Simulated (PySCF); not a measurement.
C3H4F2.
SMILES: `F[C@@H]1C[C@H]1F`

The closed-shell ground state was solved at several levels (PySCF, density fitting, gas phase, non-relativistic). Geometry: PBE0-D3(BJ)/def2-SVP; no solvent, vibrations or thermal averaging.

```json
{"level": "CAM-B3LYP/def2-SVPD", "basis functions": "138", "HOMO (eV)": "-9.89", "LUMO (eV)": "1.58", "gap (eV)": "11.47", "dipole (D)": "1.23"}
{"level": "B3LYP/pcJ-1", "basis functions": "175", "HOMO (eV)": "-8.00", "LUMO (eV)": "0.97", "gap (eV)": "8.97", "dipole (D)": "1.09"}
{"level": "HF/pcSseg-2", "basis functions": "236", "HOMO (eV)": "-11.92", "LUMO (eV)": "3.00", "gap (eV)": "14.92", "dipole (D)": "1.26"}
```

Task: Estimate the row for PBE0/pcSseg-1, a basis of 105 functions; the other rows only guide the guess.

Result: HOMO -8.25 eV, LUMO 1.27 eV, gap 9.52 eV, dipole 1.08 D.

Task: Over all these levels, which gives the widest orbital gap and which the narrowest?

Result: HF/pcSseg-2 (Hartree–Fock, all exact exchange) has the widest, 14.92 eV, and B3LYP/pcJ-1 (global hybrid, 20 % exact exchange) the narrowest, 8.97 eV. Functional and basis both differ between the two, so the spread mixes both effects. The HOMO need not be the same orbital at Hartree–Fock and at DFT levels.

Task: How far do the dipole and the HOMO energy spread over the levels?

Result: The dipole runs from 1.08 to 1.26 D (mean 1.16 D) and the HOMO from -11.92 to -8.00 eV.
